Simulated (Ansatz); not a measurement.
Potential energy curve for SMILES CCO (C2H6O). The C1–C5 bond (C1 also carries H, H, H; C5 carries H, H, O) is pulled apart rigidly from the PBE0/def2-TZVP optimised geometry.

Method: unrestricted PBE/cc-pVDZ (Ansatz, a quantum-chemistry and plane-wave program).

The batch members p0 to p7 hold the bond at 1.21, 1.30, 1.37, 1.43, 1.46, 1.51, 1.55, 1.59 Å.

Ansatz input:

Ansatz 0.2 input:
```yaml
# input.yaml
basis:
  gaussian: { orbitals: cc-pvdz }
hamiltonian:
  xc: pbe
batch:
  members: [p0.yaml, p1.yaml, p2.yaml, p3.yaml, p4.yaml, p5.yaml, p6.yaml, p7.yaml]

# p4.yaml, one of the 8 members of this batch
crystal:
  periodic: [false, false, false]
  atoms:
    - { symbol: C, position_ang: [0.0, 0.0, 0.0] }
    - { symbol: H, position_ang: [-0.88321115, -0.51291186, -0.39357725] }
    - { symbol: H, position_ang: [0.88165524, -0.51686893, -0.38822478] }
    - { symbol: H, position_ang: [0.0, 1.02202117, -0.38450832] }
    - { symbol: C, position_ang: [0.0, 0.0, 1.46] }
    - { symbol: O, position_ang: [-1.08943272, 0.71243058, 2.01035182] }
    - { symbol: H, position_ang: [0.89518602, 0.4991805, 1.83813286] }
    - { symbol: H, position_ang: [0.02226292, -1.03159815, 1.83866794] }
    - { symbol: H, position_ang: [-1.90219683, 0.30849402, 1.69583056] }
total_charge: 0
magnetization:
  spin_polarized: true
```

Lines of the output on each member:

```
Member 0: Total energy: -4210.91847408 eV, -154.7483996595 hartree
Member 1: Total energy: -4212.36903086 eV, -154.8017066377 hartree
Member 2: Total energy: -4212.99685961 eV, -154.8247789189 hartree
Member 3: Total energy: -4213.29362718 eV, -154.8356849260 hartree
Member 4: Total energy: -4213.37841164 eV, -154.8388006972 hartree
Member 5: Total energy: -4213.44561389 eV, -154.8412703344 hartree
Member 6: Total energy: -4213.44530469 eV, -154.8412589714 hartree
Member 7: Total energy: -4213.40702798 eV, -154.8398523285 hartree
```

The unrestricted determinant behind UKS-PBE is spin-contaminated at 3.05 to 5.28 Å (<S²> up to 1.0, against 0.00 for a pure singlet).
